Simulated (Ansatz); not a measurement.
```yaml
crystal:
  periodic: [false, false, false]
  atoms:
    - {symbol: B, position_ang: [-0.984609, 0.370468, -0.742017]}
    - {symbol: N, position_ang: [-0.047034, -0.143285, 0.131163]}
    - {symbol: C, position_ang: [1.219051, -0.465335, 0.281698]}
    - {symbol: H, position_ang: [-1.395833, -0.512591, -1.691326]}
    - {symbol: H, position_ang: [-1.438720, 1.407884, -0.144890]}
    - {symbol: H, position_ang: [1.283235, -0.859330, 1.386690]}
    - {symbol: H, position_ang: [2.065567, 0.163777, 0.227883]}
basis:
  gaussian: {orbitals: aug-pcseg-2}
hamiltonian: {xc: {name: wPBEh}}
scf: {lower_state_search: light}
output: {forces: true}
```

```sh
$ ansatz run in.yaml --threads 2 --pin off --events-out ev --progress --plain --max-ram 4352MiB
```

Output, abridged:

```
Functional definition: wPBEh
  name "wPBEh"
  cite "Heyd, Scuseria & Ernzerhof, J. Chem. Phys. 118, 8207 (2003) doi:10.1063/1.1564060"
  cite "Krukau, Vydrov, Izmaylov & Scuseria, J. Chem. Phys. 125, 224106 (2006) doi:10.1063/1.2404663"
  cite "Heyd & Scuseria, J. Chem. Phys. 120, 7274 (2004) doi:10.1063/1.1668634"
  cite "Ernzerhof & Perdew, J. Chem. Phys. 109, 3313 (1998) doi:10.1063/1.476928"
  cite "Perdew, Burke & Ernzerhof, Phys. Rev. Lett. 77, 3865 (1996) doi:10.1103/PhysRevLett.77.3865"
  parent pbe
  parameter a = 0.25
  parameter omega = 0.11/bohr
  exchange = wpbe_x - a*pbe_x_sr(omega) + a*exact_x_sr(omega)
  correlation = pbe_c
828 factors; their error is unknown
148 factors; integrals over basis functions are off by at most 4.4e-6 eV
mean field evaluation 1: about -3257.7134 eV, gradient 5.1e1 eV
mean field evaluation 2: about -3242.1890 eV, gradient 9.0e1 eV
mean field evaluation 4: about -3263.4816 eV, gradient 7.3e0 eV
mean field evaluation 8: about -3263.6056 eV, gradient 4.8e-1 eV
mean field evaluation 16: about -3263.6058 eV, gradient 2.0e-5 eV
mean field -3263.60584731 eV, -119.9353027372 hartree, gradient 2.0e-5 eV, S^2 0.000000; 0 other end points of the search recorded, 0 dependent functions left out
the calculation of the forces begins
reference -3263.60589864 eV, -119.9353046237 hartree; 11, 11 occupied and 219, 219 virtual orbitals, 828 factors
Total energy: -3263.60589864 eV, -119.9353046237 hartree
Atom 0 at    -0.984609     0.370468    -0.742017 Å, force    -0.987556    -0.951097     0.793052 eV/Å
Atom 1 at    -0.047034    -0.143285     0.131163 Å, force     3.517631    -0.813453    -2.742857 eV/Å
Atom 2 at     1.219051    -0.465335     0.281698 Å, force    -4.534918     0.554643     5.962986 eV/Å
Atom 3 at    -1.395833    -0.512591    -1.691326 Å, force     0.617658     2.173950     1.568418 eV/Å
Atom 4 at    -1.438720     1.407884    -0.144890 Å, force    -0.037500    -0.996731    -1.487551 eV/Å
Atom 5 at     1.283235    -0.859330     1.386690 Å, force     0.444047    -0.680113    -2.051502 eV/Å
Atom 6 at     2.065567     0.163777     0.227883 Å, force     0.980638     0.712802    -2.042547 eV/Å
Dipole moment:     0.342262     0.059252     0.049235 e Å
```

Run time 4.4 s (2 threads of an Arm Neoverse V1 on a shared host); peak host memory 0.46 GiB.
